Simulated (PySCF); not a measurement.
**C₄H₅−: electronic excitations and core binding energies**

What electronic excitations and core binding energies should C₄H₅− (`[C-]#CCC`) show?

The runs use PySCF 2.14.0, with density-fitted response routines of our own; the level of theory stands in each step. All values are computed, except where a source is named. Atoms count from 0, in the outputs and in this text.

### 1 Starting geometry

9 atoms, charge -1, multiplicity 1; geometry from: GFN2-xTB.

Bonds of the start (Å): C0–C1 1.23, C1–C2 1.49, C2–C3 1.54, C2–H4 1.11, C2–H5 1.11, C3–H6 1.09, C3–H7 1.10, C3–H8 1.09.

### 2 Excited states and response: CAM-B3LYP/def2-SVPD

The job: settings as JSON, then the geometry in Å.

```
{"job": {"kind": "uv", "xc": "CAM-B3LYP", "basis": "def2-SVPD", "nstates": 8, "ntriplets": 3}, "charge": -1, "multiplicity": 1}
C      2.609176    -0.470342     0.631071
C      1.520131     0.008497     0.323575
C      0.206125     0.601151    -0.052282
C     -0.911831    -0.450632    -0.129047
H      0.264363     1.110066    -1.038504
H     -0.106489     1.378218     0.678161
H     -0.661887    -1.212092    -0.870121
H     -1.880891    -0.010248    -0.403623
H     -1.025136    -0.948625     0.835590
```

Method: TDDFT CAM-B3LYP/def2-SVPD, vertical, gas phase, core orbitals frozen in the response.

**Question.** This job is followed by: delta-SCF UKS SCAN, pcX-2 on the ionised atom, pcseg-1 elsewhere, spin-free X2C. What will the session give for the following? lowest singlet (CAM-B3LYP/def2-SVPD); brightest single state of those computed; lowest triplet; C1s binding energies, SCAN/pcX-2 (standing for 3 of 4 atoms).

**Answer**, as computed:

```
                                                    quantity                               value
                        lowest singlet (CAM-B3LYP/def2-SVPD)         4.47 eV (277 nm), f = 0.001
                    brightest single state of those computed         state 2, 4.58 eV, f = 0.058
                                              lowest triplet                             4.38 eV
C1s binding energies, SCAN/pcX-2 (standing for 3 of 4 atoms)  C2 286.41, C3 286.36, C1 282.71 eV
```

What this shows: The first singlet state (HOMO→LUMO 0.89) lies at 4.47 eV and is weak; of the 8 states computed, the strongest absorption comes from state 2 at 4.58 eV (the last state computed is bright too, and its partners may lie past the list). The lowest triplet lies 0.09 eV below the lowest singlet (triplets in Tamm-Dancoff, singlets in full TDDFT). The lowest singlet lies above −ε(HOMO); no detachment energy was computed, so the anion's states may not be bound. The C1s levels kept as sound span 3.71 eV, from C1 (alkyne carbon) up to C2 (propargylic sp3 CH2). Only 3 of the 4 C atoms are covered by sound results.
